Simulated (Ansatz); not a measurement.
## Scan of [OH···H···F], doublet

Starting geometry:

```xyz
4

O    -1.0931   -0.0252    0.0000
H    -1.3424    0.9013    0.0000
H    -0.1336   -0.0252    0.0000
F     0.9989   -0.0252    0.0000
```

From there H3 is moved from one fragment to the other while all else, the fragments' distance too, stays fixed; atoms are numbered as listed. Energies are in eV, counted from the starting geometry at the same level.

Basis cc-pVDZ; Ansatz 0.2.0. Correlated methods freeze the noble-gas cores. Prefix R: restricted or restricted open-shell reference; prefix U: unrestricted.

Coupled cluster chose its determinant by trial CCSD, here up to 0.45 eV above the lowest Hartree–Fock solution of its kind, and MP2 stands on that determinant too. The reference follows the lowest state, whose symmetry changes from A' to A'' between 1.159 and 1.192.

Full CI isn't at hand for all of this; UCCSDT(Q) serves as the reference, and is uncertain by about the last step of the cluster series. The frozen core follows each run's orbitals, which can shift R against U totals by a few meV.

| distance O1-H3 (Å) | UCCSDT(Q) | error RMP2 | error RCCSD | error UCCSD | error UCCSD(T) | error RCCSDT | error RCCSDT(Q) |
| --- | --- | --- | --- | --- | --- | --- | --- |
| 0.892 | 0.260 | -0.020 | -0.026 | -0.020 | -0.005 | -0.005 | 0.001 |
| 0.960 | 0.000 | 0.000 | 0.000 | 0.000 | 0.000 | 0.000 | 0.000 |
| 0.993 | -0.089 | -0.095 | 0.012 | 0.006 | 0.002 | 0.003 | -0.001 |
| 1.026 | -0.170 | -0.233 | 0.012 | 0.006 | 0.002 | 0.003 | 0.000 |
| 1.059 | -0.251 | -0.121 | 0.002 | 0.002 | 0.002 | 0.000 | 0.000 |
| 1.092 | -0.330 | -0.107 | -0.009 | -0.006 | 0.000 | -0.002 | 0.001 |
| 1.126 | -0.398 | -0.116 | -0.021 | -0.015 | -0.002 | -0.004 | 0.001 |
| 1.159 | -0.439 | -0.130 | -0.032 | -0.025 | -0.004 | -0.005 | 0.001 |
| 1.192 | -0.459 | -0.172 | -0.061 | -0.051 | -0.008 | -0.008 | 0.001 |

Errors are those of relative energies. In total energy the starting point itself misses UCCSDT(Q) by: RMP2 0.837, RCCSD 0.212, UCCSD 0.200, UCCSD(T) 0.035, RCCSDT 0.026, RCCSDT(Q) 0.001 eV.

Spread of the error over the points with a reference, to 1.192 Å (largest less smallest): RCCSDT(Q) 0.001, UCCSD(T) 0.010, RCCSDT 0.011, UCCSD 0.057, RCCSD 0.074, RMP2 0.233 eV.
